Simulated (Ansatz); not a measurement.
Basis-set extrapolation for `[AlH2][S][SiH3]` (PBE0-D4/def2-TZVP geometry, frozen core, Ansatz 0.2.0). Multiplicity 1, RHF reference.

```csv
,def2-TZVPP,def2-QZVPP
HF,-931.380661,-931.408070
MP2 correlation,-0.385742,-0.417607
CCSD(T) correlation,-0.454206,not run
```

Energies in hartree. Use E(X) = E(∞) + A·exp(−7.88·√X) for Hartree–Fock and E(X) = E(∞) + B·X^(−2.97) for correlation, with X = 3 and 4, and add CCSD(T) minus MP2 of the smaller set to the MP2 limit.

Q: What is the CCSD(T) energy at the basis-set limit?

A: HF limit: -931.408070 + (-0.027409) × 0.13774 = -931.41185. MP2 limit: -0.417607 + (-0.031865) × 0.74074 = -0.44121. Higher-order term: -0.454206 − (-0.385742) = -0.06846. Total: -931.92152 hartree, 2.36 eV below CCSD(T)/def2-TZVPP.
